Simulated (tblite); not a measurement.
# H6NP: the cost of one run

Programs: tblite 0.8.0 and PySCF 2.14.0. All values are calculated, for the isolated system unless a continuum is named. Atoms count from 0, parts from 1.

### Step 1. The system as given

8 atoms, charge 0, multiplicity 1; geometry: rigid parts in contact. Parts: 1 = atoms 0–3, `N`, charge 0; 2 = atoms 4–7, `P`, charge 0.

### Step 2. Docking the parts with GFN2-xTB

What the job is given:

```
{"job": {"kind": "dock", "xc": "GFN2-xTB", "basis": "xTB"}, "charge": 0, "multiplicity": 1, "parts": [{"atoms": "0-3", "charge": 0, "multiplicity": 1}, {"atoms": "4-7", "charge": 0, "multiplicity": 1}]}
N     -0.001788    -0.002958     0.275044
H     -0.526694    -0.781794    -0.103598
H     -0.413834     0.848976    -0.085353
H      0.942316    -0.064224    -0.086093
P      0.836737    -1.061120     3.461481
H      1.829667    -0.093302     3.487157
H     -0.029650    -0.270565     4.201786
H      0.329878    -0.588430     2.260175
```

With the program's defaults for keys left out, this is: GFN2-xTB search for minima from random contacts, gas phase.

The run is started by

```bash
> OMP_NUM_THREADS=1 python cluster_run.py task.json out
```

The driver reads the jobs from task.json and runs them one after another.

**Question.** How long does this first job take on 1 thread of Intel Xeon 6975P-C, shared host?

About 2.4 s.
